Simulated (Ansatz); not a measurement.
Consider Ta in the bcc (W type) structure (space group Im-3m, No. 229).

```yaml
crystal:
  lattice:
    - [-1.65987, 1.65987, 1.65987]
    - [1.65987, -1.65987, 1.65987]
    - [1.65987, 1.65987, -1.65987]
  atoms:
    - { symbol: Ta, position: [0.00000, 0.00000, 0.00000] }
```

Method: PBE (Ansatz, a quantum-chemistry and plane-wave program, PAW, no SOC), earlier PAW set.

Modification: full substitution Ta → Cr; the structure is relaxed again.

Measured lattice parameter a: Ta 3.299 Å (static lattice; corrected from measurement; as listed in Daniel Mejia-Rodriguez, S. B. Trickey, Phys. Rev. B (2018)); Cr 2.877 Å (static lattice; corrected from measurement; as listed in H. Levämäki et al., Physical Review B (2014)).

Problem. How well does PBE reproduce the measured shift?

Solution. With PBE the lattice parameter a moves by -0.472 Å (3.320 → 2.848) against -0.422 Å measured.

Stability against distortions was not tested. Seeded moments were not kept for Ta → Cr. All final runs are without spin polarisation. Real Cr is antiferromagnetic at low temperature and ambient pressure, an order that this cell doesn't hold.
